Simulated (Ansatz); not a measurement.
## Relaxing oxygen (O2 molecule)

Level of theory: Ansatz, DFT, PBE, plane waves (420 eV) with PAW, scalar-relativistic.

k-point mesh 1×1×1, Fermi-Dirac smearing 0.01 eV, starting moments 1.00 ×2 μB. The box is fixed.

Starting structure:

```yaml
crystal:
  lattice:
    - [12.0, 0.0, 0.0]
    - [0.0, 12.3, 0.0]
    - [0.0, 0.0, 12.6]
  atoms:
    - { symbol: O, position: [0.5, 0.5, 0.4515873016], spin: 1.0 }
    - { symbol: O, position: [0.5, 0.5, 0.5484126984], spin: 1.0 }
hamiltonian:
  xc: pbe
  pseudopotentials:
    kind: paw
    azcp:
      O: "pseudopotentials/O.paw.azcp"
basis:
  ecutwfc: 420
  fft_grid_basis: typed
kpoints:
  mp_grid: { grid: [1, 1, 1], shift: [0, 0, 0] }
magnetization:
  spin_polarized: true
scf:
  occupations: { method: fermi_dirac, width: 0.01 }
relax:
  max_steps: 60
  f_tol: 0.01
```

**Question.** What is the relaxed bond length?

**Answer.** 1.218 Å (start 1.220 Å).

**Question.** Which magnetic state does it end in?

**Answer.** triplet; moments 0.56 ×2 μB.
